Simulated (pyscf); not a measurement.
Optimised with ωB97X-D3(BJ)/def2-SVP in PySCF. MP2 and CC: frozen core, UHF for open shells. ΔMP2 is the change of the MP2 total energy from the triple- to the quadruple-zeta basis.

How much does it cost (ΔH, 298 K, CCSD(T)/def2-TZVPP + ΔMP2(QZVPP)) to split `[Na][Cl]` at its Cl–Na bond into Na• + Cl•?

Cl–Na to Na• + Cl•: 4.19 eV. The CCSD(T) − MP2 part came from Ansatz, without density fitting, on the same reference. The frozen core leaves the outer d or s,p core shells of the metals and heavy elements correlated in the MP2 and CC values, and def2-TZVPP describes them poorly, which can shift differences by a few kcal/mol. Left out: the spin-orbit lowering of Cl.
